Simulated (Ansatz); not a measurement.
A made-up structure of CH5OSi (charge +1), closed shell:

```xyz
8
angstrom
C -1.1713 0.6900 -0.6628
Si 0.2613 0.6147 0.1929
O 0.8654 -1.0678 0.4556
H -1.7210 -0.1635 -1.0413
H -1.5998 1.6675 -0.8636
H 1.2928 1.4124 0.8581
H -0.8157 -0.1689 -1.1721
H 0.3967 -1.8517 0.1268
```

It is relaxed with PBE-D4/def2-SVP and then PBE0-D4/def2-TZVP (Ansatz 0.2.0). Atoms count as bonded within 1.22 times the sum of their covalent radii (H–H: 0.88 Å). The end point is not checked to be a true minimum.

Does its bonding change? (Judge from chemistry; the calculation decides.)

By the calculation: No: no bond forms or breaks.

Where it ends: The first stage lowers the energy by 3.81 eV in 22 steps. It ends as CH₅OSi ([CH3][SiH][OH]), total charge +1:
| atom | x (Å) | y (Å) | z (Å) |
| --- | --- | --- | --- |
| C1 | -1.1161 | 0.5494 | -0.8839 |
| Si2 | 0.3721 | 0.3012 | 0.1160 |
| O3 | 0.8026 | -1.0599 | 0.7787 |
| H4 | -1.7086 | -0.3590 | -1.0021 |
| H5 | -1.7274 | 1.3313 | -0.4150 |
| H6 | 1.3448 | 1.3565 | 0.4198 |
| H7 | -0.8200 | 0.9297 | -1.8699 |
| H8 | 0.3612 | -1.9164 | 0.7500 |

Labels in which every atom is bracketed show which atoms are joined, not bond orders.

For scale, one of the runs: PBE0-D4/def2-TZVP relaxation, 129 basis functions, launched by `ansatz run in.yaml --threads 2 --pin off --events-out ev --progress --plain --max-ram 4352MiB`. The run took about 4.6 s on 2 CPU threads of an AMD EPYC 9R45 (shared host).
